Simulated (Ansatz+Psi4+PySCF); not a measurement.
Values are calculated unless marked as measured or tabulated.
```yaml
atoms:
  - { symbol: Li, position_ang: [0.0000, 0.0000, 1.3865] }
  - { symbol: Li, position_ang: [0.0000, 0.0000, -1.3865] }
```

Basis set: cc-pCVTZ (spherical functions). All electrons are correlated. Charge 0, multiplicity 1.

Starred EOM-CCSD(T)(a) on the restricted Hartree–Fock determinant with PySCF 2.14.0; the energies are vertical.

(1) The solver was asked for the few lowest roots only. Give the ionization energies of singlet Li₂ among them whose weight of singles is over 0.7.

Answers

(1)

```tsv
root	energy (eV)	weight of singles
1	5.19	0.89
```

Higher main lines weren't sought.
